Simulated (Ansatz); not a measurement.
## Molecular dynamics of CH₇AlO

The input (input.yaml):

```yaml
crystal:
  periodic: [false, false, false]
  atoms:
    - { symbol: Al, position_ang: [-0.085095, -0.489877, 0.165086] }
    - { symbol: C, position_ang: [-0.027581, -0.095502, 2.248127] }
    - { symbol: H, position_ang: [-0.622777, -0.536717, 3.066597] }
    - { symbol: H, position_ang: [1.011504, 0.0314, 2.590137] }
    - { symbol: H, position_ang: [-0.481381, 0.903522, 2.080525] }
    - { symbol: H, position_ang: [1.347443, -0.346057, -0.510196] }
    - { symbol: O, position_ang: [-1.586228, 0.154052, -0.41805] }
    - { symbol: H, position_ang: [-1.835263, -0.028056, -1.340788] }
    - { symbol: H, position_ang: [-0.220049, -2.157066, 0.756855] }
    - { symbol: H, position_ang: [-0.170476, -1.426097, 1.555904] }
basis:
  gaussian: { orbitals: "6-31G*" }
hamiltonian:
  xc: pbe
  dispersion: d4
md:
  timestep: 0.5
  n_steps: 200
  ensemble: nve
  temperature: 300.0
  initial_velocities: maxwell_boltzmann
  seed: 11027
```

Run as:

```bash
$ ansatz run input.yaml --threads 1 --pin off --max-ram 2048MiB --backend cpu --events-out ev --progress --plain --runs-dir out
```

It starts at the highest image of a converged band. Of that band: Beside the main top the profile has a ripple of under 15 meV (maxima at images 1, 4), which may be a very shallow well or noise. A structure lower than the last end lies on the path between it and the top, so the climb from that side starts below the end, which may itself be a saddle point or a shallow side well. Neighbouring images differ by up to 1.4 eV, so the band resolves the path poorly. A vibrational analysis at the climbing image gives one clearly imaginary mode, 1282i cm⁻¹: a first-order saddle point.

Output, in part (step lines, the closing report, with atoms numbered from 0):

```
md step     0: t =     0.00 fs  T =   300.0 K  F+E_penalty+E_count = -9786.08104049 eV  E_kin = 0.310224 eV  conserved = -9785.77081649 eV  (25 SCF iters)
[... lines left out ...]
Total energy: -9786.67233022 eV, -359.6535744907 hartree
Atom 0 at    -0.185486    -0.146481     0.362624 Å, force     2.302868    -0.197829    -1.001542 eV/Å
Atom 1 at     0.155232     0.241178     2.144795 Å, force    -1.356267     1.612458     1.540132 eV/Å
Atom 2 at    -0.731574     0.726288     2.661742 Å, force     0.701547    -0.402626    -0.217622 eV/Å
Atom 3 at     0.570281    -0.489834     2.817021 Å, force     0.346461    -0.653076     0.416206 eV/Å
Atom 4 at     0.909375     1.046282     2.012295 Å, force     0.051158    -0.079676     0.155915 eV/Å
Atom 5 at     1.215084    -0.108381    -0.461520 Å, force    -0.078254    -0.343814    -0.148493 eV/Å
Atom 6 at    -1.540003     0.054324    -0.565649 Å, force    -1.863170     0.335444     0.178295 eV/Å
Atom 7 at    -1.734575    -0.346681    -1.405561 Å, force    -0.104337    -0.271090    -0.922944 eV/Å
Atom 8 at    -0.707113    -7.826835     0.793791 Å, force    -0.021116    -0.733109    -1.504064 eV/Å
Atom 9 at    -0.717290    -8.180614     0.067670 Å, force     0.021111     0.733318     1.504117 eV/Å
Dipole moment:    -0.124946    -0.223747     0.007968 e Å
```

The steps, from the saved trajectory:

```tsv
time (fs)	T (K)	potential energy less start (eV)	conserved less start (meV/atom)
0	300	0.000	0.00
3	153	0.154	0.18
6	172	0.133	0.10
9	192	0.112	0.08
12	117	0.191	0.14
15	198	0.107	0.11
18	346	-0.046	0.12
21	540	-0.247	0.11
24	841	-0.558	0.10
27	1100	-0.826	0.09
30	1187	-0.915	0.14
33	1318	-1.053	-0.04
36	1310	-1.044	-0.02
39	1146	-0.874	0.13
42	987	-0.709	0.20
45	938	-0.659	0.06
48	924	-0.645	0.01
51	962	-0.683	0.11
54	1062	-0.786	0.11
57	1075	-0.800	0.11
60	1119	-0.846	0.01
63	1126	-0.853	0.06
66	1090	-0.816	0.13
69	1023	-0.745	0.20
72	1097	-0.824	-0.01
75	1073	-0.799	-0.02
78	1003	-0.726	0.15
81	1033	-0.757	0.16
84	1008	-0.730	0.15
87	1059	-0.785	-0.01
90	1079	-0.806	0.00
93	1013	-0.737	0.10
96	904	-0.622	0.22
99	913	-0.634	0.08
```

All steps were run. The conserved energy stayed within 0.23 meV per atom of its start (net change 0.19 meV per atom), so the integration is sound. The kinetic energy rose, since the run started high on the potential surface and went downhill. It ends in pieces (CH5AlO + H2), so much of that is their flight and rotation, not heat. A run of 0.1 ps of so small a system gives no equilibrium averages. The orbitals stay closed-shell, which can raise the energy where a bond breaks towards radicals; this wasn't checked here.

Between its relaxed ends the band would form Al1–H9, C2–H10 and break Al1–C2, H9–H10. These pairs go: Al1–H9 1.77 → 7.71 Å, C2–H10 1.51 → 8.72 Å, Al1–C2 2.12 → 1.86 Å, H9–H10 1.08 → 0.81 Å. In the last frame they stand as before the step (other bonds may differ from the relaxed reactants and products). Also parted: Al1–H10 1.68 → 8.06 Å. It ends as CH5AlO + H2. Pairs count as bonded within 1.25 times the sum of covalent radii (0.12 Å more for H–H).

Last frame:

```xyz
10
Properties=species:S:1:pos:R:3
Al -0.185 -0.146 0.363
C 0.155 0.241 2.145
H -0.732 0.726 2.662
H 0.570 -0.490 2.817
H 0.909 1.046 2.012
H 1.215 -0.108 -0.462
O -1.540 0.054 -0.566
H -1.735 -0.347 -1.406
H -0.707 -7.827 0.794
H -0.717 -8.181 0.068
```

Run time: 6.1 min on 1 thread of Arm Neoverse V1 (shared host), peak memory 0.11 GiB.
